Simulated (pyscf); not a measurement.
## Four-centre exchange: F–GeH(F)–F + water (H₂O) -> HO–Ge(F)(F)–F + hydrogen (H₂)

Gas phase, singlet surface, charge 0. Bonds broken: Ge2–H5, O6–H7. Bonds formed: Ge2–O6, H5–H7. Structures and frequencies: ωB97X-D3(BJ)/def2-SVP in PySCF.

Transition state (Å):

```xyz
8

F     -1.7129     0.7297     1.3628
Ge    -1.0770    -0.3061     0.1320
F     -0.4192    -1.5609     1.1046
F     -2.5399    -0.6599    -0.7024
H     -0.1543    -0.8979    -1.2818
O      0.0566     1.0431    -0.5539
H      0.1510     0.1099    -1.3166
H     -0.1272     1.9951    -0.6107
```

One imaginary mode, 1503i cm⁻¹; descent along it reached the two sides named, in the forms told below.

```tsv
bond	change	reactant side (Å)	saddle	product side
Ge2–H5	breaks	1.510	1.789	3.0
O6–H7	breaks	0.968	1.209	2.7
Ge2–O6	forms	2.407	1.891	1.733
H5–H7	forms	3.2	1.054	0.760
```

Electronic energies relative to the separated reactants (kcal/mol):

```tsv
level	barrier	reaction energy	reverse barrier
ωB97X-D3(BJ)/def2-TZVP	38.0	-4.2	42.1
PBE/def2-TZVP	33.0	-2.5	35.4
r²SCAN/def2-TZVP	33.0	-5.2	38.2
B3LYP-D3(BJ)/def2-TZVP	38.0	-3.2	41.2
PBE0-D3(BJ)/def2-TZVP	35.5	-2.6	38.2
M06-2X/def2-TZVP	35.6	-8.2	43.8
ωB97M-D3(BJ)/def2-TZVP	38.4	-2.9	41.4
HF/def2-TZVP	54.9	-3.1	58.0
```

With ωB97M-D3(BJ)/def2-TZVP energies and thermal terms (ideal gas, 1 atm, RRHO with modes under 100 cm⁻¹ raised to 100, one conformer, R ln 2 for rigid chiral ones), in kcal/mol:

```
T (K)   ΔH‡   ΔG‡    ΔH    ΔG
-----  ----  ----  ----  ----
298    36.3  46.4  -6.0  -4.9
600    36.5  56.7  -4.8  -4.3
900    37.2  66.7  -3.8  -4.3
1200   38.1  76.4  -3.0  -4.6
```

On the reactant side the descent ends in a bound adduct (not fully relaxed), 9.2 kcal/mol under the separated species and 47.2 kcal/mol under the saddle at ωB97X-D3(BJ)/def2-TZVP. One saddle was located; it need not be the lowest between these sides. Elements up to Kr have no core potential and no relativistic terms here.
